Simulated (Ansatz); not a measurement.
A made-up structure of CH₄NSi (charge +1), closed shell:

```csv
atom,x (Å),y (Å),z (Å)
C1,-0.9591,0.6171,-0.4017
Si2,0.4876,-0.3154,0.2035
N3,1.6790,-1.0797,0.7035
H4,1.9604,-1.8487,0.0954
H5,-0.6409,1.2147,-1.2611
H6,-1.3114,1.2592,0.4109
H7,2.4744,-1.5923,1.0363
```

It is relaxed with PBE-D4/def2-SVP and then PBE0-D4/def2-TZVP (Ansatz 0.2.0). Atoms count as bonded within 1.22 times the sum of their covalent radii (H–H: 0.88 Å). The end point is not checked to be a true minimum.

Problem. Does its bonding change? (A judgement: the text doesn't fix the answer.)

Solution. Computed: No: no bond forms or breaks.

Where it ends: The first stage lowers the energy by 3.07 eV in 11 steps. It ends as CH₄NSi ([CH2][Si][NH2]), total charge +1:
| atom | x (Å) | y (Å) | z (Å) |
| --- | --- | --- | --- |
| C1 | -0.6823 | 0.6272 | -0.3519 |
| Si2 | 0.8021 | 0.1247 | 0.3543 |
| N3 | 1.6953 | -1.2370 | 0.5276 |
| H4 | 1.4122 | -2.1374 | 0.1567 |
| H5 | -0.6231 | 1.2556 | -1.2425 |
| H6 | -1.4967 | 0.8835 | 0.3282 |
| H7 | 2.5825 | -1.2620 | 1.0146 |

Labels in which every atom is bracketed show which atoms are joined, not bond orders.

For scale, one of the runs: PBE0-D4/def2-TZVP relaxation, 123 basis functions, launched by `ansatz run in.yaml --threads 2 --pin off --events-out ev --progress --plain --max-ram 4352MiB`. The run took about 25 s on 2 CPU threads of an Intel Xeon Platinum 8259CL (shared host).
